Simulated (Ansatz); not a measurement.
# C3H7NO, SMILES C/N=C/CO: a ranking of conformers

With Ansatz 0.2.0 through its Python package.

The cells in order, each with its output:

**Cell 1**
```python
import ansatz
from rdkit import Chem
from rdkit.Chem import AllChem

BASIS = "def2-SVP"
XC = "hf"
```

**Cell 2**
```python
rd = Chem.AddHs(Chem.MolFromSmiles("C/N=C/CO"))
ids = list(AllChem.EmbedMultipleConfs(rd, numConfs=20, randomSeed=69, pruneRmsThresh=0.4))
field = [energy for _, energy in AllChem.MMFFOptimizeMoleculeConfs(rd)]
distinct = {round(e, 2): i for i, e in zip(ids, field)}
chosen = sorted(distinct.items())[:4]
found = []
for force_field, index in chosen:
    mol = ansatz.Crystal.molecule()
    for atom, xyz in zip(rd.GetAtoms(), rd.GetConformer(index).GetPositions()):
        mol = mol.atom(atom.GetSymbol(), xyz.round(5).tolist())
    base = mol.calculation().basis(gaussian=BASIS).functional(XC)
    found.append(base.run(threads=1).report["free_energy_ev"])
print("conformer   MMFF (kcal/mol)   this level (kcal/mol)")
for (force_field, index), e in zip(chosen, found):
    print(f"{index:9d} {force_field - chosen[0][0]:17.2f} {23.060548 * (e - min(found)):17.3f}")
```
Output:
```text
conformer   MMFF (kcal/mol)   this level (kcal/mol)
        2              0.00             0.000
        0              1.10             3.780
        1              4.83             4.196
```

The conformers keep their force-field geometries. Hardware and time: 2.8 s on 1 thread of Arm Neoverse V1 (shared host), peak memory 0.29 GiB.
